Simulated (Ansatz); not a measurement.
Ansatz (a first-principles code) input (B3LYP-D3(BJ)/def2-TZVP):

Ansatz 0.2 input:
```yaml
crystal:
  periodic: [false, false, false]
  atoms:
    - {symbol: C, position_ang: [-0.06202131, -0.12897927, 0.24357143]}
    - {symbol: C, position_ang: [-0.00836144, -0.78607026, -0.96303711]}
    - {symbol: C, position_ang: [-0.01037813, 0.73506140, -0.97201260]}
    - {symbol: C, position_ang: [-0.03390126, -0.02224928, 1.59714360]}
    - {symbol: H, position_ang: [0.77768823, -1.43566092, -1.33626297]}
    - {symbol: H, position_ang: [0.90443913, 1.34040822, -1.07804562]}
    - {symbol: H, position_ang: [-0.89271719, 1.26925688, -1.34476163]}
    - {symbol: H, position_ang: [0.07922200, -0.89460119, 2.23650899]}
    - {symbol: H, position_ang: [-0.18065935, 0.93402158, 2.08856936]}
basis:
  gaussian:
    orbitals: def2-TZVP
hamiltonian:
  xc: b3lyp
  dispersion: d3bj
total_charge: -1
phonons: {temperatures: {t_min: 298.15, t_max: 298.15, t_step: 100}}
```

Output:

```
Functional definition: B3LYP
integrals: 0.05 GiB planned
940 factors; their error is unknown
mean field: 0.60 GiB planned
mean field evaluation 1: about -4222.9128 eV, gradient 4.6e1 eV
mean field evaluation 2: about -4218.6681 eV, gradient 6.0e1 eV
mean field evaluation 4: about -4228.2683 eV, gradient 4.4e0 eV
mean field evaluation 8: about -4228.2999 eV, gradient 4.9e-1 eV
mean field evaluation 16: about -4228.3002 eV, gradient 3.6e-5 eV
mean field -4228.30023119 eV, -155.3871674515 hartree, gradient 3.6e-5 eV, S^2 0.000000; 0 other end points of the search recorded, 0 dependent functions left out
the calculation of the forces begins
reference -4228.30047578 eV, -155.3871764400 hartree; 15, 15 occupied and 139, 139 virtual orbitals, 940 factors
these checks for a lower state are left out or cut short: stability, starts, cluster_reference, orbital_swaps, neighbouring_geometries, increment
integrals: 0.05 GiB planned
940 factors; their error is unknown
mean field: 0.60 GiB planned
mean field -4228.30018974 eV, -155.3871659282 hartree, gradient 2.9e-6 eV, S^2 0.000000; 0 other end points of the search recorded, 0 dependent functions left out
the calculation of the forces begins
reference -4228.30043430 eV, -155.3871749156 hartree; 15, 15 occupied and 139, 139 virtual orbitals, 940 factors
these checks for a lower state are left out or cut short: stability, starts, cluster_reference, orbital_swaps, neighbouring_geometries, increment
integrals: 0.05 GiB planned
940 factors; their error is unknown
mean field: 0.60 GiB planned
mean field -4228.30018936 eV, -155.3871659141 hartree, gradient 2.9e-6 eV, S^2 0.000000; 0 other end points of the search recorded, 0 dependent functions left out
the calculation of the forces begins
reference -4228.30043398 eV, -155.3871749037 hartree; 15, 15 occupied and 139, 139 virtual orbitals, 940 factors
these checks for a lower state are left out or cut short: stability, starts, cluster_reference, orbital_swaps, neighbouring_geometries, increment
integrals: 0.05 GiB planned
940 factors; their error is unknown
mean field: 0.60 GiB planned
mean field evaluation 32: about -4228.3127 eV, gradient 5.2e-1 eV
mean field -4228.30013771 eV, -155.3871640159 hartree, gradient 2.9e-6 eV, S^2 0.000000; 0 other end points of the search recorded, 0 dependent functions left out
the calculation of the forces begins
reference -4228.30038226 eV, -155.3871730031 hartree; 15, 15 occupied and 139, 139 virtual orbitals, 940 factors
these checks for a lower state are left out or cut short: stability, starts, cluster_reference, orbital_swaps, neighbouring_geometries, increment
integrals: 0.05 GiB planned
940 factors; their error is unknown
mean field: 0.60 GiB planned
mean field -4228.30014031 eV, -155.3871641116 hartree, gradient 2.9e-6 eV, S^2 0.000000; 0 other end points of the search recorded, 0 dependent functions left out
the calculation of the forces begins
reference -4228.30038493 eV, -155.3871731014 hartree; 15, 15 occupied and 139, 139 virtual orbitals, 940 factors
these checks for a lower state are left out or cut short: stability, starts, cluster_reference, orbital_swaps, neighbouring_geometries, increment
integrals: 0.05 GiB planned
940 factors; their error is unknown
mean field: 0.60 GiB planned
mean field -4228.29995219 eV, -155.3871571983 hartree, gradient 2.9e-6 eV, S^2 0.000000; 0 other end points of the search recorded, 0 dependent functions left out
the calculation of the forces begins
reference -4228.30019664 eV, -155.3871661819 hartree; 15, 15 occupied and 139, 139 virtual orbitals, 940 factors
these checks for a lower state are left out or cut short: stability, starts, cluster_reference, orbital_swaps, neighbouring_geometries, increment
integrals: 0.05 GiB planned
[...]
these checks for a lower state are left out or cut short: stability, starts, cluster_reference, orbital_swaps, neighbouring_geometries, increment
integrals: 0.05 GiB planned
940 factors; their error is unknown
mean field: 0.60 GiB planned
mean field -4228.30019457 eV, -155.3871661056 hartree, gradient 2.9e-6 eV, S^2 0.000000; 0 other end points of the search recorded, 0 dependent functions left out
the calculation of the forces begins
reference -4228.30043918 eV, -155.3871750949 hartree; 15, 15 occupied and 139, 139 virtual orbitals, 940 factors
these checks for a lower state are left out or cut short: stability, starts, cluster_reference, orbital_swaps, neighbouring_geometries, increment
integrals: 0.05 GiB planned
940 factors; their error is unknown
mean field: 0.60 GiB planned
mean field -4228.30022877 eV, -155.3871673626 hartree, gradient 2.9e-6 eV, S^2 0.000000; 0 other end points of the search recorded, 0 dependent functions left out
the calculation of the forces begins
reference -4228.30047334 eV, -155.3871763503 hartree; 15, 15 occupied and 139, 139 virtual orbitals, 940 factors
these checks for a lower state are left out or cut short: stability, starts, cluster_reference, orbital_swaps, neighbouring_geometries, increment
integrals: 0.05 GiB planned
940 factors; their error is unknown
mean field: 0.60 GiB planned
mean field -4228.30022772 eV, -155.3871673238 hartree, gradient 2.9e-6 eV, S^2 0.000000; 0 other end points of the search recorded, 0 dependent functions left out
the calculation of the forces begins
reference -4228.30047231 eV, -155.3871763122 hartree; 15, 15 occupied and 139, 139 virtual orbitals, 940 factors
these checks for a lower state are left out or cut short: stability, starts, cluster_reference, orbital_swaps, neighbouring_geometries, increment
integrals: 0.05 GiB planned
940 factors; their error is unknown
mean field: 0.60 GiB planned
mean field evaluation 320: about -4228.3133 eV, gradient 2.9e-4 eV
mean field -4228.30022515 eV, -155.3871672295 hartree, gradient 2.9e-6 eV, S^2 0.000000; 0 other end points of the search recorded, 0 dependent functions left out
the calculation of the forces begins
reference -4228.30046974 eV, -155.3871762181 hartree; 15, 15 occupied and 139, 139 virtual orbitals, 940 factors
these checks for a lower state are left out or cut short: stability, starts, cluster_reference, orbital_swaps, neighbouring_geometries, increment
integrals: 0.05 GiB planned
940 factors; their error is unknown
mean field: 0.60 GiB planned
mean field -4228.30015245 eV, -155.3871645577 hartree, gradient 2.9e-6 eV, S^2 0.000000; 0 other end points of the search recorded, 0 dependent functions left out
the calculation of the forces begins
reference -4228.30039707 eV, -155.3871735472 hartree; 15, 15 occupied and 139, 139 virtual orbitals, 940 factors
these checks for a lower state are left out or cut short: stability, starts, cluster_reference, orbital_swaps, neighbouring_geometries, increment
integrals: 0.05 GiB planned
940 factors; their error is unknown
mean field: 0.60 GiB planned
mean field -4228.30016611 eV, -155.3871650598 hartree, gradient 2.9e-6 eV, S^2 0.000000; 0 other end points of the search recorded, 0 dependent functions left out
the calculation of the forces begins
reference -4228.30041067 eV, -155.3871740472 hartree; 15, 15 occupied and 139, 139 virtual orbitals, 940 factors
these checks for a lower state are left out or cut short: stability, starts, cluster_reference, orbital_swaps, neighbouring_geometries, increment
integrals: 0.05 GiB planned
940 factors; their error is unknown
mean field: 0.60 GiB planned
mean field -4228.30021194 eV, -155.3871667440 hartree, gradient 2.9e-6 eV, S^2 0.000000; 0 other end points of the search recorded, 0 dependent functions left out
the calculation of the forces begins
reference -4228.30045648 eV, -155.3871757305 hartree; 15, 15 occupied and 139, 139 virtual orbitals, 940 factors
these checks for a lower state are left out or cut short: stability, starts, cluster_reference, orbital_swaps, neighbouring_geometries, increment
integrals: 0.05 GiB planned
940 factors; their error is unknown
mean field: 0.60 GiB planned
mean field evaluation 352: about -4228.3002 eV, gradient 2.5e-6 eV
mean field -4228.30015909 eV, -155.3871648018 hartree, gradient 2.9e-6 eV, S^2 0.000000; 0 other end points of the search recorded, 0 dependent functions left out
the calculation of the forces begins
reference -4228.30040374 eV, -155.3871737924 hartree; 15, 15 occupied and 139, 139 virtual orbitals, 940 factors
these checks for a lower state are left out or cut short: stability, starts, cluster_reference, orbital_swaps, neighbouring_geometries, increment
integrals: 0.05 GiB planned
940 factors; their error is unknown
mean field: 0.60 GiB planned
mean field -4228.30022330 eV, -155.3871671614 hartree, gradient 2.9e-6 eV, S^2 0.000000; 0 other end points of the search recorded, 0 dependent functions left out
the calculation of the forces begins
reference -4228.30046789 eV, -155.3871761500 hartree; 15, 15 occupied and 139, 139 virtual orbitals, 940 factors
these checks for a lower state are left out or cut short: stability, starts, cluster_reference, orbital_swaps, neighbouring_geometries, increment
integrals: 0.05 GiB planned
940 factors; their error is unknown
mean field: 0.60 GiB planned
mean field -4228.30022872 eV, -155.3871673606 hartree, gradient 2.9e-6 eV, S^2 0.000000; 0 other end points of the search recorded, 0 dependent functions left out
the calculation of the forces begins
reference -4228.30047331 eV, -155.3871763490 hartree; 15, 15 occupied and 139, 139 virtual orbitals, 940 factors
these checks for a lower state are left out or cut short: stability, starts, cluster_reference, orbital_swaps, neighbouring_geometries, increment
integrals: 0.05 GiB planned
940 factors; their error is unknown
mean field: 0.60 GiB planned
mean field -4228.30015275 eV, -155.3871645686 hartree, gradient 2.9e-6 eV, S^2 0.000000; 0 other end points of the search recorded, 0 dependent functions left out
the calculation of the forces begins
reference -4228.30039731 eV, -155.3871735561 hartree; 15, 15 occupied and 139, 139 virtual orbitals, 940 factors
these checks for a lower state are left out or cut short: stability, starts, cluster_reference, orbital_swaps, neighbouring_geometries, increment
integrals: 0.05 GiB planned
940 factors; their error is unknown
mean field: 0.60 GiB planned
mean field -4228.30013958 eV, -155.3871640849 hartree, gradient 2.9e-6 eV, S^2 0.000000; 0 other end points of the search recorded, 0 dependent functions left out
the calculation of the forces begins
reference -4228.30038420 eV, -155.3871730744 hartree; 15, 15 occupied and 139, 139 virtual orbitals, 940 factors
these checks for a lower state are left out or cut short: stability, starts, cluster_reference, orbital_swaps, neighbouring_geometries, increment
integrals: 0.05 GiB planned
940 factors; their error is unknown
mean field: 0.60 GiB planned
mean field evaluation 384: about -4228.2999 eV, gradient 4.9e-1 eV
mean field -4228.30022679 eV, -155.3871672896 hartree, gradient 2.9e-6 eV, S^2 0.000000; 0 other end points of the search recorded, 0 dependent functions left out
the calculation of the forces begins
reference -4228.30047136 eV, -155.3871762776 hartree; 15, 15 occupied and 139, 139 virtual orbitals, 940 factors
these checks for a lower state are left out or cut short: stability, starts, cluster_reference, orbital_swaps, neighbouring_geometries, increment
integrals: 0.05 GiB planned
940 factors; their error is unknown
mean field: 0.60 GiB planned
mean field -4228.30016814 eV, -155.3871651344 hartree, gradient 2.9e-6 eV, S^2 0.000000; 0 other end points of the search recorded, 0 dependent functions left out
the calculation of the forces begins
reference -4228.30041274 eV, -155.3871741233 hartree; 15, 15 occupied and 139, 139 virtual orbitals, 940 factors
Total energy: -4228.55864995 eV, -155.3966641656 hartree
Atom 0 at    -0.062021    -0.128979     0.243571 Å, force     0.000693     0.000768    -0.001220 eV/Å
Atom 1 at    -0.008361    -0.786070    -0.963037 Å, force     0.000402     0.000228     0.001681 eV/Å
Atom 2 at    -0.010378     0.735061    -0.972013 Å, force    -0.000444    -0.000292    -0.000654 eV/Å
Atom 3 at    -0.033901    -0.022249     1.597144 Å, force    -0.000984     0.000113     0.000516 eV/Å
Atom 4 at     0.777688    -1.435661    -1.336263 Å, force    -0.000288    -0.000596    -0.000639 eV/Å
Atom 5 at     0.904439     1.340408    -1.078046 Å, force     0.000339     0.000131     0.000077 eV/Å
Atom 6 at    -0.892717     1.269257    -1.344762 Å, force     0.000045     0.000088     0.000535 eV/Å
Atom 7 at     0.079222    -0.894601     2.236509 Å, force     0.000488    -0.000241    -0.000134 eV/Å
Atom 8 at    -0.180659     0.934022     2.088569 Å, force    -0.000252    -0.000199    -0.000160 eV/Å
Dipole moment:     0.187291     0.248700     0.024929 e Å
Vibrations: 350.42 400.36 520.98 548.96 643.67 751.68 912.98 949.21 991.04 1012.06 1073.12 1121.24 1159.16 1448.23 1490.11 1709.47 2900.26 2948.66 3079.09 3101.46 3145.98 cm⁻¹, zero-point energy 1.875767 eV
```

It need not be the lowest isomer of its formula. Whether it binds its extra electron was not tested at this geometry.
